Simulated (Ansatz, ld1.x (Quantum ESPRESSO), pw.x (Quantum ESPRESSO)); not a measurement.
vanadium (V): does the PAW potential hold in the solid?

V, PAW, made with ld1.x (Quantum ESPRESSO) 7.5 (PBE, scalar-relativistic). Core [Ar], reference 3d3 4s1 4p0 (charge +1). Waves: 4s (bound): rcut 2.20, rcutus 2.65 bohr; 4s channel at 0.1 Ry: rcut 2.20, rcutus 2.65 bohr; 4p (bound, empty): rcut 2.35, rcutus 2.65 bohr; 4p channel at 3.7 Ry: rcut 2.35, rcutus 2.65 bohr; 3d (bound): rcut 1.40, rcutus 1.60 bohr; 3d channel at -0.6 Ry: rcut 1.40, rcutus 1.60 bohr; 4f channel at -0.1 Ry: rc 2.10 bohr. Local part: the f channel. Core correction: Bessel-smoothed model core inside 1.00 bohr. Augmentation charge: BESSEL, radius 1.35 bohr.

Atomic tests: cutoffs needed: 40 Ry and 60 Ry (the cutoffs (Ry, on a coarse ladder) from which the occupation-weighted sum of valence levels, in a spherical-Bessel basis at the reference potential, stays within 10 and 1 mRy of its value at 400 Ry); ghost test: ghost state, extra bound levels that the all-electron valence spectrum of the same l lacks: s at -7.6 eV; a true bound ghost makes a file unfit for plane-wave use (spherical-Bessel basis up to 400 Ry, 20 bohr box); configuration tests: 2 of 7 tests not solved or not reliable.

Crystal test: bcc V in pw.x 7.5, no spin, 15³ k-points, Fermi–Dirac smearing 0.01 Ry, cutoffs 75/600 Ry. The reference is all-electron LAPW (Ansatz 0.2.0) with the same functional, mesh and smearing; V0 and B0 come from Birch–Murnaghan fits to the pressures at five volumes. Errors are pseudo minus all-electron; Δ is the rms difference of the E(V) curves that follow from these fits, minima aligned, over ±6 % about the mean V0. Mesh and smearing are coarse, so the numbers serve the comparison and aren't converged zero-temperature values; the lattice is a test structure that the element need not adopt.

```tsv
V (Å³/atom)	P all-electron (GPa)	P pseudo (GPa)
12.758	11.27	10.85
13.093	5.78	5.26
13.429	0.92	0.33
13.765	-3.39	-4.05
14.100	-7.21	-7.91
```

All-electron: a0 = 3.000 Å (V0 = 13.50 Å³/atom), B0 = 179.4 GPa.

Pseudopotential: mean pressure error (GPa): -0.58; a0 (Å): 2.996; a0 error (%): -0.11; B0 error (%): +2.7; Δ (meV/atom): 1.7. The largest radius (2.65 bohr) exceeds half the bond length (2.45 bohr), so the spheres overlap, which is one possible source of error among others. Note: ghost state, extra bound levels that the all-electron valence spectrum of the same l lacks: s at -7.6 eV. A true bound ghost makes a file unfit for plane-wave use. Atomic configuration tests: 2 of 7 tests not solved or not reliable.

Q: At the middle volume, how do free energy and pressure move when the wave cutoff is lowered (ecutrho held at 600 Ry)?

A:

```csv
cutoff (Ry),shift of F (meV/atom),shift of P (GPa)
34,+238.3,-20.05
45,+25.4,-0.10
60,+11.8,-0.68
```

The run at the middle volume (120 k-points, 15 iterations) took about 25 s on one core of a shared host (Neoverse-V2, 96 threads, 371 GiB, load 17).
